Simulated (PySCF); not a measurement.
Species: spiropentane, C$_{5}$H$_{8}$, net charge 0, singlet state. SMILES: C1C2(CC2)C1
Geometry: optimised at B3LYP-D3(BJ)/def2-TZVP (Ansatz).

Dispersion corrections to the total energy (kcal/mol) from the dftd3 and dftd4 libraries through PySCF: D3(BJ) without and D4 with the three-body term, each with the damping fitted for the functional named.

```tsv
functional	D3(BJ)	D4
BLYP	-11.68	-12.14
LC-wPBE	-5.08	-5.94
B3LYP	…	-8.60
PBE0	…	-4.51
r2SCAN	…	-1.37
TPSS	-7.01	-7.31
BP86	-8.46	-7.00
```

Fill in the missing entries.


- B3LYP, D3(BJ): -9.49
- PBE0, D3(BJ): -4.79
- r2SCAN, D3(BJ): -1.58
